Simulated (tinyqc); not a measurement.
Worked calculation: UHF in the sto-3g basis, for H2O, spin multiplicity 3. This run ends on a higher stationary point, not on the lowest solution. One step of it, computed by the program tinyqc.

Problem. Iteration 2: DIIS coefficients. Solve [B -1; -1 0][c; lambda] = [0; -1] for the coefficients, which sum to one.

B (overlaps of the stored error matrices):
$$\begin{pmatrix}
1.9007019e-01 & -4.5186678e-02 \\
-4.5186678e-02 & 2.3579397e-01
\end{pmatrix}$$

Give: DIIS coefficients.

Solution.

DIIS coefficients: [0.5443, 0.4557]
